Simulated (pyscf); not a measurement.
5 gas-phase steps of one pattern: substitution at C on the doublet surface, Al–C or C–Ga or C–In broken and C–C formed. Single points on ωB97X-D3(BJ)/def2-SVP structures (PySCF, gas phase). Electronic energies in kcal/mol, from the separated reactants; ΔE‡ at ωB97M-D3(BJ)/def2-TZVP, beside the barrier at r²SCAN/def2-TZVP on the same structures. Rows were drawn at random from the steps of this pattern with a verified saddle, stable references and no exit in the data more than 5 kcal/mol lower.

```
row                                                                                                                            step  ΔE‡(r²SCAN)   ΔE‡
---  ------------------------------------------------------------------------------------------------------------------------------  -----------  ----
1                                 H₃C–InH₂ (SMILES [CH3][InH2]) + CH₃• (SMILES [CH3]) → H₃C–CH₃ (SMILES CC) + InH₂• (SMILES [InH2])         19.1  24.4
2                                H₃C–GaH₂ (SMILES [CH3][GaH2]) + CH₃• (SMILES [CH3]) -> H₃C–CH₃ (SMILES CC) + GaH₂• (SMILES [GaH2])         24.1  30.5
3    H₃C–Al(CH₃)–Cl (SMILES [CH3][Al]([CH3])[Cl]) + CH₃• (SMILES [CH3]) → H₃C–CH₃ (SMILES CC) + [H₃C–Al–Cl]• (SMILES [CH3][Al][Cl])         27.1  34.5
4       H₃C–Al(CH₃)–F (SMILES [CH3][Al]([CH3])[F]) + CH₃• (SMILES [CH3]) -> H₃C–CH₃ (SMILES CC) + [H₃C–Al–F]• (SMILES [CH3][Al][F])         28.0     ?
5                H₃C–Al(F)–F (SMILES [CH3][Al]([F])[F]) + CH₃• (SMILES [CH3]) → H₃C–CH₃ (SMILES CC) + [F–Al–F]• (SMILES [F][Al][F])         26.7  33.8
```

**Question.** Fit ΔE‡ = a + b·ΔE‡(r²SCAN) to the other rows and predict row 4.

**Answer.** Over the 4 complete rows the means are +24.3 (ΔE‡(r²SCAN)) and 30.8 (ΔE‡); least squares gives b = 1.25 and a = 0.5 kcal/mol, with residuals of 0.1 kcal/mol (root mean square; largest 0.1, row 2). For row 4: 0.5 + 1.25 × (+28.0) = 35.5 kcal/mol, an extrapolation. The computed barrier is 35.4 kcal/mol, 0.1 under the line. The line follows these rows closely. Each barrier is that of the saddle found. Elements up to Kr have no core potential and no relativistic terms here. Elements past Kr carry the def2 core potentials, without spin-orbit coupling.
